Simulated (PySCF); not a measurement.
# NH+ (SMILES [NH+]): UHF/pcSseg-1

Aim: the electrostatic solvation energy at fixed shape (SS(V)PE, dimethylsulfoxide) of NH+ at UHF/pcSseg-1, from 2 runs. 

The calculation is run with PySCF 2.14.0.

5 further runs of the same task are left out: 1 that didn't finish, 4 set aside as unsound or not needed.

### 1 Starting point

The species is NH+ (2 atoms), meant as a doublet with charge +1. As SMILES, `[NH+]`. The shape is that of a GFN2-xTB optimisation.

Bond lengths: N1–H2 1.093 Å.

### 2 The energy at UHF/pcSseg-1

job.py

```python
from pyscf import gto

mol = gto.M(
    atom='''
N      0.000000     0.000000     0.000000
H      0.000000     0.000000     1.092650
''',
    verbose=4,
    spin=1,
    charge=1,
    max_memory=1860,
    basis='pcsseg-1',
    symmetry=True,
)

mf = mol.UHF()
mf.max_cycle = 100
mf.kernel()

e_tot = mf.e_tot
print('E(%s) = %.9f' % ('HF', e_tot))
dip = mf.dip_moment()
pop, q = mf.mulliken_pop()
```

Command:

```console
$ OMP_NUM_THREADS=1 python job.py
```

The log of the run:

```text
PySCF version 2.14.0

[INPUT] num. atoms = 2
[INPUT] num. electrons = 7
[INPUT] charge = 1
[INPUT] spin (= nelec alpha-beta = 2S) = 1
[INPUT] symmetry True subgroup None
[INPUT] Mole.unit = angstrom
[INPUT] Symbol           X                Y                Z      unit          X                Y                Z       unit  Magmom
[INPUT]  1 N      0.000000000000   0.000000000000   0.000000000000 AA    0.000000000000   0.000000000000   0.000000000000 Bohr   0.0
[INPUT]  2 H      0.000000000000   0.000000000000   1.092650000000 AA    0.000000000000   0.000000000000   2.064809250006 Bohr   0.0

nuclear repulsion = 3.39014366580332
point group symmetry = Coov
symmetry origin: [0.         0.         0.25810116]
symmetry axis x: [1. 0. 0.]
symmetry axis y: [0. 1. 0.]
symmetry axis z: [0. 0. 1.]
num. orbitals of irrep A1 = 10
num. orbitals of irrep E1x = 5
num. orbitals of irrep E1y = 5
num. orbitals of irrep E2x = 1
num. orbitals of irrep E2y = 1
number of shells = 10
number of NR pGTOs = 38
number of NR cGTOs = 22
basis = pcsseg-1
ecp = {}

******** <class 'pyscf.scf.uhf_symm.SymAdaptedUHF'> ********
method = SymAdaptedUHF
initial guess = minao
damping factor = 0
level_shift factor = 0
DIIS = <class 'pyscf.scf.diis.CDIIS'>
diis_start_cycle = 1
diis_space = 8
diis_damp = 0
SCF conv_tol = 1e-09
SCF conv_tol_grad = None
SCF max_cycles = 100
direct_scf = True
direct_scf_tol = 1e-13
number electrons alpha = 4  beta = 3
Freeze 0 electrons in irreps []
    7 free electrons in irreps A1 E1x E1y E2x E2y
Set gradient conv threshold to 3.16228e-05
init E= -54.4263469807186
alpha HOMO (E1x) = -0.192114239171845  LUMO (E1x) = -0.192114239171845
beta  HOMO (A1) = -0.383508239941149  LUMO (E1x) = -0.192114239171845

WARN: alpha-E1x HOMO -0.192114239171845 > system LUMO -0.192114239171845

cycle= 1 E= -54.3458435840162  delta_E= 0.0805  |g|= 0.464  |ddm|= 0.81
alpha HOMO (E1x) = -1.14552817517656  LUMO (E1x) = -1.14552817517656
beta  HOMO (A1) = -1.1218731674698  LUMO (E1x) = -0.485835868530855

WARN: HOMO -1.1218731674698 >= LUMO -1.14552817517656

WARN: alpha-E1x HOMO -1.14552817517656 > system LUMO -1.14552817517656

WARN: beta-A1 HOMO -1.1218731674698 > system LUMO -1.14552817517656

cycle= 2 E= -54.4722918992529  delta_E= -0.126  |g|= 0.111  |ddm|= 0.46
alpha HOMO (E1x) = -1.01977657761486  LUMO (E1x) = -1.01977657761486
beta  HOMO (A1) = -1.00054381161936  LUMO (E1x) = -0.31652332484079

WARN: HOMO -1.00054381161936 >= LUMO -1.01977657761486

WARN: alpha-E1x HOMO -1.01977657761486 > system LUMO -1.01977657761486

WARN: beta-A1 HOMO -1.00054381161936 > system LUMO -1.01977657761486

cycle= 3 E= -54.4771575629927  delta_E= -0.00487  |g|= 0.0221  |ddm|= 0.0873
alpha HOMO (E1x) = -1.02479624691228  LUMO (E1x) = -1.02479624691228
beta  HOMO (A1) = -0.995967812513594  LUMO (E1x) = -0.307106345907673

WARN: HOMO -0.995967812513594 >= LUMO -1.02479624691228

WARN: alpha-E1x HOMO -1.02479624691228 > system LUMO -1.02479624691228

WARN: beta-A1 HOMO -0.995967812513594 > system LUMO -1.02479624691228

cycle= 4 E= -54.4776249805249  delta_E= -0.000467  |g|= 0.00726  |ddm|= 0.0281
alpha HOMO (E1x) = -1.02779952438096  LUMO (E1x) = -1.02779952438096
beta  HOMO (A1) = -0.994873040618073  LUMO (E1x) = -0.306717816785416

WARN: HOMO -0.994873040618073 >= LUMO -1.02779952438096

WARN: alpha-E1x HOMO -1.02779952438096 > system LUMO -1.02779952438096

WARN: beta-A1 HOMO -0.994873040618073 > system LUMO -1.02779952438096

cycle= 5 E= -54.4776906736593  delta_E= -6.57e-05  |g|= 0.00255  |ddm|= 0.0105
alpha HOMO (E1x) = -1.02852702760866  LUMO (E1x) = -1.02852702760866
beta  HOMO (A1) = -0.994399733631194  LUMO (E1x) = -0.306751032653396

WARN: HOMO -0.994399733631194 >= LUMO -1.02852702760866

WARN: alpha-E1x HOMO -1.02852702760866 > system LUMO -1.02852702760866

WARN: beta-A1 HOMO -0.994399733631194 > system LUMO -1.02852702760866

cycle= 6 E= -54.4777026070774  delta_E= -1.19e-05  |g|= 0.00109  |ddm|= 0.0042
alpha HOMO (E1x) = -1.02850969900514  LUMO (E1x) = -1.02850969900514
beta  HOMO (A1) = -0.993884114609682  LUMO (E1x) = -0.306697462031048

WARN: HOMO -0.993884114609682 >= LUMO -1.02850969900514

WARN: alpha-E1x HOMO -1.02850969900514 > system LUMO -1.02850969900514

WARN: beta-A1 HOMO -0.993884114609682 > system LUMO -1.02850969900514

cycle= 7 E= -54.4777055056884  delta_E= -2.9e-06  |g|= 0.000192  |ddm|= 0.0029
alpha HOMO (E1x) = -1.02847227914991  LUMO (E1x) = -1.02847227914991
beta  HOMO (A1) = -0.993842963161722  LUMO (E1x) = -0.306696266078427

WARN: HOMO -0.993842963161722 >= LUMO -1.02847227914991

WARN: alpha-E1x HOMO -1.02847227914991 > system LUMO -1.02847227914991

WARN: beta-A1 HOMO -0.993842963161722 > system LUMO -1.02847227914991

cycle= 8 E= -54.4777055801881  delta_E= -7.45e-08  |g|= 2.13e-05  |ddm|= 0.000525
alpha HOMO (E1x) = -1.02846450906369  LUMO (E1x) = -1.02846450906369
beta  HOMO (A1) = -0.993846913779535  LUMO (E1x) = -0.306692809105466

WARN: HOMO -0.993846913779535 >= LUMO -1.02846450906369

WARN: alpha-E1x HOMO -1.02846450906369 > system LUMO -1.02846450906369

WARN: beta-A1 HOMO -0.993846913779535 > system LUMO -1.02846450906369

cycle= 9 E= -54.477705580661  delta_E= -4.73e-10  |g|= 3.1e-06  |ddm|= 3.44e-05
alpha HOMO (E1x) = -1.02846391167556  LUMO (E1x) = -1.02846391167556
beta  HOMO (A1) = -0.99384798886896  LUMO (E1x) = -0.306692891656551

WARN: HOMO -0.99384798886896 >= LUMO -1.02846391167556

WARN: alpha-E1x HOMO -1.02846391167556 > system LUMO -1.02846391167556

WARN: beta-A1 HOMO -0.99384798886896 > system LUMO -1.02846391167556

Extra cycle  E= -54.4777055806691  delta_E= -8.06e-12  |g|= 1.3e-06  |ddm|= 2.72e-06
converged SCF energy = -54.4777055806691  <S^2> = 0.75421533  2S+1 = 2.0042109
E(HF) = -54.477705581

WARN: System has nonzero charge 1; the dipole moment is origin-dependent.
Location of origin: [0. 0. 0.]

Dipole moment(X, Y, Z, Debye):  0.00000,  0.00000,  2.57289
 ** Mulliken pop       alpha | beta **
pop of  0 N 1s        0.99875 | 0.99879
pop of  0 N 2s        0.57080 | 0.52497
pop of  0 N 3s        0.39762 | 0.41869
pop of  0 N 2px       0.18076 | 0.00000
pop of  0 N 2py       0.00000 | 0.00000
pop of  0 N 2pz       0.12509 | 0.11565
pop of  0 N 3px       0.55697 | 0.00000
pop of  0 N 3py       0.00000 | 0.00000
pop of  0 N 3pz       0.41885 | 0.38965
pop of  0 N 4px       0.25788 | 0.00000
pop of  0 N 4py       0.00000 | 0.00000
pop of  0 N 4pz       0.20502 | 0.21202
pop of  0 N 3dxy      0.00000 | 0.00000
pop of  0 N 3dyz      0.00000 | 0.00000
pop of  0 N 3dz^2     0.00513 | 0.00552
pop of  0 N 3dxz      0.00068 | 0.00000
pop of  0 N 3dx2-y2    0.00000 | 0.00000
pop of  1 H 1s        0.28331 | 0.33201
pop of  1 H 2s       -0.01888 | -0.01204
pop of  1 H 2px       0.00370 | 0.00000
pop of  1 H 2py       0.00000 | 0.00000
pop of  1 H 2pz       0.01431 | 0.01473
In total             4.00000 | 3.00000
 ** Mulliken atomic charges   ( Nelec_alpha | Nelec_beta ) **
charge of  0N =      0.61714  (     3.71756      2.66530 )
charge of  1H =      0.38286  (     0.28244      0.33470 )
```

It took 0.58 s on 1 thread of Intel Xeon 6975P-C (Granite Rapids), shared host; peak memory 0.12 GiB.

### 3 A single-point energy at UHF/pcSseg-1 (SS(V)PE dimethylsulfoxide)

job.py

```python
# imidogen cation
from pyscf import gto, scf, solvent

system = gto.Mole()
system.atom = '''
N        0.000000       0.000000       0.000000
H        0.000000       0.000000       1.092650
'''
system.basis = 'pcsseg-1'
system.symmetry = True
system.spin = 1
system.charge = 1
system.verbose = 4
system.max_memory = 1860
system.build()

calc0 = scf.UHF(system)
calc0 = calc0.PCM()
calc0.with_solvent.method = 'SS(V)PE'
calc0.with_solvent.eps = 46.826
calc0.max_cycle = 100
calc0.kernel()

etot = calc0.e_tot
print('E(%s) = %.9f' % ('HF', etot))
calc0.analyze()
```

Command:

```console
$ OMP_NUM_THREADS=1 python job.py
```

The log of the run:

```text
PySCF version 2.14.0

[INPUT] num. atoms = 2
[INPUT] num. electrons = 7
[INPUT] charge = 1
[INPUT] spin (= nelec alpha-beta = 2S) = 1
[INPUT] symmetry True subgroup None
[INPUT] Mole.unit = angstrom
[INPUT] Symbol           X                Y                Z      unit          X                Y                Z       unit  Magmom
[INPUT]  1 N      0.000000000000   0.000000000000   0.000000000000 AA    0.000000000000   0.000000000000   0.000000000000 Bohr   0.0
[INPUT]  2 H      0.000000000000   0.000000000000   1.092650000000 AA    0.000000000000   0.000000000000   2.064809250006 Bohr   0.0

nuclear repulsion = 3.39014366580332
point group symmetry = Coov
symmetry origin: [0.         0.         0.25810116]
symmetry axis x: [1. 0. 0.]
symmetry axis y: [0. 1. 0.]
symmetry axis z: [0. 0. 1.]
num. orbitals of irrep A1 = 10
num. orbitals of irrep E1x = 5
num. orbitals of irrep E1y = 5
num. orbitals of irrep E2x = 1
num. orbitals of irrep E2y = 1
number of shells = 10
number of NR pGTOs = 38
number of NR cGTOs = 22
basis = pcsseg-1
ecp = {}

******** <class 'pyscf.solvent._attach_solvent.PCMSymAdaptedUHF'> ********
method = PCMSymAdaptedUHF
initial guess = minao
damping factor = 0
level_shift factor = 0
DIIS = <class 'pyscf.scf.diis.CDIIS'>
diis_start_cycle = 1
diis_space = 8
diis_damp = 0
SCF conv_tol = 1e-09
SCF conv_tol_grad = None
SCF max_cycles = 100
direct_scf = True
direct_scf_tol = 1e-13
number electrons alpha = 4  beta = 3
******** <class 'pyscf.solvent.pcm.PCM'> (In testing) ********

WARN: PCM is an experimental feature. It is still in testing.
Features and APIs may be changed in the future.

[... 7 lines left out ...]
Solvent Energy = -7.00956359693249e-05
[... 14 lines left out ...]
WARN: alpha-E1x HOMO -0.873905539338032 > system LUMO -0.873905539338032
[... 11 lines left out ...]
WARN: alpha-E1x HOMO -0.75163246355778 > system LUMO -0.75163246355778
[... 11 lines left out ...]
WARN: alpha-E1x HOMO -0.755054616643004 > system LUMO -0.755054616643004
[... 11 lines left out ...]
WARN: alpha-E1x HOMO -0.75764711999675 > system LUMO -0.75764711999675
[... 11 lines left out ...]
WARN: alpha-E1x HOMO -0.758248209941856 > system LUMO -0.758248209941856
[... 11 lines left out ...]
WARN: alpha-E1x HOMO -0.75824388224285 > system LUMO -0.75824388224285
[... 11 lines left out ...]
WARN: alpha-E1x HOMO -0.758225204493061 > system LUMO -0.758225204493061
[... 11 lines left out ...]
WARN: alpha-E1x HOMO -0.758215156699911 > system LUMO -0.758215156699911
[... 11 lines left out ...]
WARN: alpha-E1x HOMO -0.758214548834224 > system LUMO -0.758214548834224
[... 9 lines left out ...]
Total Energy =                         -54.619355057994696
[... 3 lines left out ...]
Two-electron Coulomb Energy =           25.979057039507744
[... 10 lines left out ...]
alpha MO #3 (A1 #3), energy= -0.769766501390157 occ= 1
[... 3 lines left out ...]
alpha MO #7 (A1 #5), energy= 0.591875478670319 occ= 0
[... 3 lines left out ...]
alpha MO #11 (A1 #7), energy= 0.999050802170395 occ= 0
[... 3 lines left out ...]
alpha MO #15 (E2y #1), energy= 1.97149477110348 occ= 0
[... 3 lines left out ...]
alpha MO #19 (A1 #9), energy= 3.31772123375886 occ= 0
alpha MO #20 (E1x #5), energy= 4.44084144606092 occ= 0
alpha MO #21 (E1y #5), energy= 4.44084144606092 occ= 0
alpha MO #22 (A1 #10), energy= 5.11755660153414 occ= 0
beta  MO #1 (A1 #1), energy= -15.8973107975813 occ= 1
beta  MO #2 (A1 #2), energy= -1.15773991798238 occ= 1
beta  MO #3 (A1 #3), energy= -0.727350973384892 occ= 1
beta  MO #4 (E1x #1), energy= -0.0388912133125064 occ= 0
beta  MO #5 (E1y #1), energy= -0.0388912133125064 occ= 0
beta  MO #6 (A1 #4), energy= 0.135768382569481 occ= 0
beta  MO #7 (A1 #5), energy= 0.601428202983683 occ= 0
beta  MO #8 (A1 #6), energy= 0.704162331718332 occ= 0
beta  MO #9 (E1x #2), energy= 0.765262151392032 occ= 0
beta  MO #10 (E1y #2), energy= 0.765262151392032 occ= 0
beta  MO #11 (A1 #7), energy= 1.0356847744203 occ= 0
beta  MO #12 (E1x #3), energy= 1.71285150718025 occ= 0
beta  MO #13 (E1y #3), energy= 1.71285150718025 occ= 0
beta  MO #14 (E2x #1), energy= 2.08182833745761 occ= 0
beta  MO #15 (E2y #1), energy= 2.08182833745761 occ= 0
beta  MO #16 (A1 #8), energy= 2.23017602493773 occ= 0
beta  MO #17 (E1x #4), energy= 2.62749104267793 occ= 0
beta  MO #18 (E1y #4), energy= 2.62749104267793 occ= 0
beta  MO #19 (A1 #9), energy= 3.33289778982598 occ= 0
beta  MO #20 (E1x #5), energy= 4.57379880366629 occ= 0
beta  MO #21 (E1y #5), energy= 4.57379880366629 occ= 0
beta  MO #22 (A1 #10), energy= 5.14040811554134 occ= 0
 ** Mulliken pop alpha/beta on meta-lowdin orthogonal AOs **
 ** Mulliken pop       alpha | beta **
pop of  0 N 1s        0.99999 | 0.99999
pop of  0 N 2s        0.92257 | 0.90016
pop of  0 N 3s        0.00309 | 0.00229
[... 19 lines of this table left out ...]
In total             4.00000 | 3.00000
 ** Mulliken atomic charges   ( Nelec_alpha | Nelec_beta ) **
charge of  0N =      0.60866  (     3.71921      2.67213 )
charge of  1H =      0.39134  (     0.28079      0.32787 )

WARN: System has nonzero charge 1; the dipole moment is origin-dependent.
Location of origin: [0. 0. 0.]

Dipole moment(X, Y, Z, Debye):  0.00000,  0.00000,  2.77303
```

Run time: 0.88 s. Hardware: 1 thread of Intel Xeon 6975P-C (Granite Rapids), shared host; peak memory 0.14 GiB.

### 4 Results

Level: UHF/pcSseg-1.

| quantity | value |
| --- | --- |
| gas phase: total energy | -54.47771 Eh |
| gas phase: HOMO energy (highest over α and β) | -27.04 eV |
| gas phase: ⟨S²⟩ | 0.754 |
| SS(V)PE, dimethylsulfoxide: total energy | -54.61936 Eh |
| SS(V)PE, dimethylsulfoxide: HOMO energy (highest over α and β) | -19.79 eV |
| SS(V)PE, dimethylsulfoxide: solvent term in the energy | -373.4 kJ/mol |
| SS(V)PE, dimethylsulfoxide: ⟨S²⟩ | 0.754 |
| energy change from gas to solvent at fixed shape | -3.854 eV |

In words: The solvent model (SS(V)PE, dimethylsulfoxide) lowers the energy by 3.85 eV (−372 kJ/mol) at the same shape. It holds the electrostatic part alone, without cavity or dispersion terms.
